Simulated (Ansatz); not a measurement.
## NH3, singlet: the ladder up to RCCSDTQ

Geometry: a PBE0/def2-TZVP stationary point for this spin, not checked as a minimum.

```xyz
4

N     0.0003   -0.0001   -0.0667
H     0.9385    0.0130    0.3137
H    -0.4826    0.8082    0.3055
H    -0.4607   -0.8202    0.3074
```

Basis cc-pVDZ; Ansatz 0.2.0. Only valence electrons are correlated (noble-gas cores frozen), which leaves 8 electrons in 28 orbitals. R marks a restricted (for open shells ROHF) determinant. Active spaces: valence = (8e, 7o) chosen from the atoms' valence shells.

Full CI isn't at hand for all of this; RCCSDTQ serves as the reference, and is uncertain by the last step of the cluster series or more.

* UHF ⟨S²⟩: 0.000
* T1 diagnostic (RCCSD): 0.0054
* largest doubles amplitude (RCCSD): 0.049

```csv
level,E − E(RCCSDTQ) (kJ/mol),share of correlation (%),wall time
RHF,543.2,0.00,–
RMP2,54.1,90.04,–
CISD,33.8,93.77,0.6 s
RCCSD,11.5,97.89,–
RCCSD(T),1.5,99.72,0.45 s
BCCD(T),1.5,99.71,0.36 s
RCCSDT,0.8,99.85,–
RCCSDT(Q),0.0,100.01,1.6 s
CASSCF (valence space),350.9,35.40,–
NEVPT2 (valence space),69.1,87.28,1.1 s
NEVPT4(SD) (valence space),5.3,99.02,1.7 s
MRCISD (valence space),12.5,97.70,–
MRCISD+Q (valence space),-0.7,100.12,1.8 s
```

The correlation energy at RCCSDTQ, counted from RHF, is -5.630 eV. That run took 36 s on 1 thread of Arm Neoverse N1, shared host.

Times hold each run's SCF and search for its determinant on a shared host, so for small cases they say little of a method's own cost; they ran on 1 thread of Arm Neoverse N1. Some runs computed forces too.

Natural occupations of CASSCF (valence space) about the gap: 1.999 1.980 1.978 1.978 0.022 0.021 0.021; effectively unpaired electrons, Σ n²(2−n)², 0.01.

Atomization energy (electronic, same basis, no zero-point term; atoms at the same level, unrestricted beside the R rows where the molecule is a closed shell, with restricted open-shell steps beyond CCSDT(Q)) at RCCSDTQ: 1118.3 kJ/mol. Errors of other levels:

```tsv
level	error (kJ/mol)
RHF	-313.3
RMP2	-9.9
CISD	-29.8
RCCSD	-9.4
RCCSD(T)	-1.1
BCCD(T)	-0.9
RCCSDT	-0.7
RCCSDT(Q)	0.1
CASSCF (valence space)	-113.9
NEVPT2 (valence space)	-20.7
NEVPT4(SD) (valence space)	-4.9
MRCISD (valence space)	-8.2
MRCISD+Q (valence space)	-2.2
```

This basis is far from its limit, so the value isn't to be set against a measured one. Truncated CI isn't size-consistent, which counts against it in atomization.
